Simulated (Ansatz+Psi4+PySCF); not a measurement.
## doublet CS(-): levels of theory in one basis

```yaml
atoms:
  - { symbol: C, position_ang: [0.0000, 0.0000, -1.1234] }
  - { symbol: S, position_ang: [0.0000, 0.0000, 0.4213] }
```

Basis set: aug-cc-pVTZ on C; aug-cc-pV(T+d)Z on S (spherical functions). Correlated methods keep 6 orbitals frozen. Correlation on ROHF uses semicanonical orbitals with singles. Charge -1, multiplicity 2.

Computed with Ansatz (development build ahead of 0.2.0) and Psi4 1.11 and PySCF 2.14.0; each method stands on the lowest determinant of its kind that the runs found.

```
 method  E − E(ROHF) (eV)  <S²> of the determinant
   ROHF              0.00                     0.75
    UHF             -0.19                     0.78
UHF-MP2             -8.57                     0.78
```

Q: What does ROHF-MP2 give on the same scale?

A: -8.66 eV.

Caution for ROHF-MP2, UHF-MP2: a plain start can end on a higher determinant.
